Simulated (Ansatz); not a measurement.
## C₄H₇NO, SMILES CN=C1COC1: a geometry optimisation, step by step

Computed with the Ansatz DFT code, driven from Python.

Typed at the interpreter:
```pycon
>>> import ansatz as az
>>> import numpy as np
>>> geometry_ang = [
...     ("C", [-0.7379, -1.2546, 1.4192]),
...     ("N", [0.0118, -1.3, 0.1908]),
...     ("C", [0.2128, -0.1638, -0.3777]),
...     ("C", [1.0767, 0.2266, -1.5982]),
...     ("O", [0.654, 1.5906, -1.3208]),
...     ("C", [-0.0934, 1.2827, -0.1009]),
...     ("H", [-0.9057, -2.2138, 1.8157]),
...     ("H", [-1.7378, -0.7706, 1.1974]),
...     ("H", [-0.2791, -0.5969, 2.2185]),
...     ("H", [2.0812, 0.0472, -1.5243]),
...     ("H", [0.5566, -0.1298, -2.5115]),
...     ("H", [-1.1314, 1.5266, -0.1727]),
...     ("H", [0.3124, 1.7211, 0.7793]),
... ]
>>> molecule = az.Crystal.molecule()
>>> for symbol, xyz in geometry_ang:
...     molecule = molecule.atom(symbol, xyz)
...
>>> calculation = (
...     molecule.calculation()
...     .basis(gaussian="def2-SVP")
...     .functional("CAM-B3LYP")
...     .accuracy("medium")
... )
>>> symbols = [site.symbol for site in molecule.cartesian_sites]
>>> start = np.array([site.position_ang for site in molecule.cartesian_sites], dtype=float)
>>> def progress(event):
...     if event["event"] == "relax_step":
...         row = event["data"]
...         print(f"step {row['step']:3d}  E = {row['lagrangian_ev']:.6f} eV  largest force component {row['allowed_force_max_ev_ang']:.4f} eV/A")
...
>>> summary = calculation.relax(force_tolerance=0.005).session().plan().execute(on_event=progress).report
step   1  E = -7787.020491 eV  largest force component 5.9403 eV/A
step   2  E = -7787.480399 eV  largest force component 0.9889 eV/A
step   3  E = -7787.535700 eV  largest force component 0.5226 eV/A
step   4  E = -7787.517934 eV  largest force component 1.1126 eV/A
step   5  E = -7787.546308 eV  largest force component 0.0877 eV/A
step   6  E = -7787.546899 eV  largest force component 0.0719 eV/A
step   7  E = -7787.547173 eV  largest force component 0.0295 eV/A
step   8  E = -7787.547245 eV  largest force component 0.0125 eV/A
step   9  E = -7787.547253 eV  largest force component 0.0007 eV/A
>>> end = np.array(summary["positions_ang"])
>>> print(f"E = {summary['free_energy_ev']:.6f} eV = {summary['free_energy_ev'] / 27.211386246:.7f} Ha")
E = -7787.547368 eV = -286.1870872 Ha
>>> print("converged:", summary["converged"], " doubts:", summary["published_state_doubts"] or "none")
converged: True  doubts: none
>>> print("final positions (A) and the move of each atom")
final positions (A) and the move of each atom
>>> for symbol, xyz, old in zip(symbols, end, start):
...     print(f"{symbol:2s} {xyz[0]:10.5f} {xyz[1]:10.5f} {xyz[2]:10.5f}   {np.linalg.norm(xyz - old):7.4f}")
...
C    -0.77563   -1.25344    1.43485    0.0409
N     0.01800   -1.26199    0.22187    0.0495
C     0.24585   -0.16843   -0.34071    0.0498
C     1.00536    0.23810   -1.58182    0.0741
O     0.66801    1.61006   -1.33293    0.0269
C    -0.06852    1.30658   -0.14765    0.0581
H    -0.89623   -2.27629    1.81653    0.0632
H    -1.78345   -0.83766    1.26072    0.1029
H    -0.30105   -0.65108    2.22911    0.0594
H     2.09276    0.04955   -1.55472    0.0326
H     0.59476   -0.14115   -2.53382    0.0456
H    -1.13762    1.58016   -0.21742    0.0701
H     0.35794    1.77089    0.76078    0.0700
>>> charges = summary["charge_distribution"]
>>> dipole = np.array(charges["dipole_moment_e_ang"]) * 4.803205
>>> print("dipole (D): {:.3f} {:.3f} {:.3f}, length {:.3f}".format(*dipole, np.linalg.norm(dipole)))
dipole (D): -0.865 0.046 1.313, length 1.573
>>> print("atom  Mulliken   Lowdin")
atom  Mulliken   Lowdin
>>> for symbol, m, l in zip(symbols, charges["mulliken_charges_e"], charges["lowdin_charges_e"]):
...     print(f"{symbol:4s} {m:9.3f} {l:8.3f}")
...
C        0.084    0.038
N       -0.113    0.075
C       -0.237   -0.193
C        0.243    0.065
O       -0.376   -0.005
C        0.192    0.053
H        0.032   -0.012
H        0.020   -0.006
H        0.021   -0.005
H        0.034   -0.002
H        0.034   -0.002
H        0.033   -0.003
H        0.033   -0.003
```

Caveats:
- The settings weren't tested for convergence.
- The end point is the stationary point reached from this start; no frequency run checks that it is a minimum, and the basis set is modest.
- The Löwdin charges here are taken after orthogonalising the functions within each atom; they differ from plain Löwdin charges, and their signs can be unphysical.
- Finished in 74 s on 1 thread of Arm Neoverse V1 (shared host), peak memory 0.41 GiB.
